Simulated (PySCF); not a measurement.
B3LYP has the VWN-RPA correlation part, as in Gaussian. 

Cartesian coordinates (Å):
SMILES: Cl[Si](Cl)(Cl)Cl
```xyz
5

Cl    -1.5161    -0.4471    -1.2778
Si     0.0000     0.0000     0.0000
Cl     0.1016     2.0142     0.2523
Cl    -0.3413    -0.8912     1.7945
Cl     1.7558    -0.6758    -0.7690
```
Charge 0, multiplicity 1.

**Question.** Give the HOMO–LUMO gap, LUMO and HOMO at the level B3LYP-D3(BJ)/def2-TZVP run with PySCF.

**Answer.** 
The HOMO–LUMO gap comes out as 8.25 eV, the LUMO is -1.00 eV and the HOMO is -9.25 eV.
